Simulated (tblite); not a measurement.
Species: C4H8NS (doublet state).
Numbering: `[CH2:1][C:2](=[S:3])[NH:4][CH2:5][CH3:6]` (hydrogens: H7, H8 on C1; H9 on N4; H10, H11 on C5; H12, H13, H14 on C6)

The geometry is computed with GFN2-xTB (gas phase). This method treats the open shell by occupation alone, without spin polarisation.

Some entries are withheld. Bonds in one row agree within 0.01 Å.

| coordinate | value |
| --- | --- |
| C1–C2 | 1.363 Å |
| C2=S3 | ? |
| C2–N4 | 1.359 Å |
| N4–C5 | ? |
| C5–C6 | ? |
| C1–H7 | 1.077 Å |
| C1–H8 | 1.072 Å |
| N4–H9 | 1.010 Å |
| C5–H10, C5–H11 | 1.093 Å |
| C6–H12, C6–H13, C6–H14 | 1.087 Å |
| C1–C2–S3 | 119.0° |
| C1–C2–N4 | ? |
| S3–C2–N4 | ? |
| C2–N4–C5 | 123.9° |
| N4–C5–C6 | ? |

Task: Fill in the missing values.

Result: 
- C2=S3 = 1.721 Å, drawn double in one of several resonance forms (ends: carbon bonded to C, N and S; sulfur bonded to C); 0.06 Å below the sum of covalent radii, 1.78 Å.
- N4–C5 = 1.442 Å, drawn single (ends: nitrogen bonded to 2 C and H; carbon bonded to C, N and 2 H); 0.03 Å below the sum of covalent radii, 1.47 Å.
- C5–C6 = 1.528 Å, drawn single (ends: carbon bonded to C, N and 2 H; carbon bonded to C and 3 H); 0.01 Å above the sum of covalent radii, 1.52 Å.
- C1–C2–N4 = 121.6°, at the carbon bonded to C, N and S; the outer atoms are 2.376 Å apart.
- S3–C2–N4 = 119.4°, at the carbon bonded to C, N and S; the outer atoms are 2.665 Å apart.
- N4–C5–C6 = 112.5°, at the carbon bonded to C, N and 2 H; the outer atoms are 2.470 Å apart.

Radii are Cordero's, carbon taken as 0.76, 0.73 or 0.69 Å for four, three, and two or fewer neighbours.

Its GFN2-xTB frequencies are all real (lowest 51 cm⁻¹). Torsions: H–C1–C2–S3 -178° and 2°, C1–C2–N4–C5 -169°, C2–N4–C5–C6 83°. 2 starts were optimised and ended at 0.00 and 0.25 kcal/mol (GFN2-xTB); the lowest of these is shown.

Time: 0.53 s. Hardware: one thread, Arm Neoverse V1 (aarch64), no GPU, shared host with 32 logical CPUs at a one-minute load of 30. That covers the optimisation of the geometry.

One conformer stands for the species.
